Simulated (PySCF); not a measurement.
## Ionisation energy of P by level of theory

P [Ne] 3s2 3p3 (4S) → P⁺ [Ne] 3s2 3p2 (3P), as a difference of total energies. Computed with PySCF 2.14 in cc-pVDZ-DK (4s3p1d, 18 functions), with scalar relativity by spin-free X2C-1e. Correlated levels: valence: [Ne] frozen. The calculations carry no spin-orbit coupling.

| method | ionisation energy (eV) |
| --- | --- |
| UHF | 9.922 |
| B3LYP | 10.358 |
| MP2 (valence) | 10.305 |
| SCS-MP2 (valence) | 10.165 |
| CCSD (valence) | 10.231 |

Task: Estimate what MN15 gives.

Result: 10.381 eV, closest to B3LYP among the rows shown.

Task: Estimate what CCSD(T) (valence) gives.

Result: 10.233 eV, closest to CCSD (valence) among the rows shown.

Errors of the correlated levels include the incompleteness of this basis and the frozen core.

For comparison: 10.526 eV (measured; NIST levels, between the centres of gravity of the two terms).
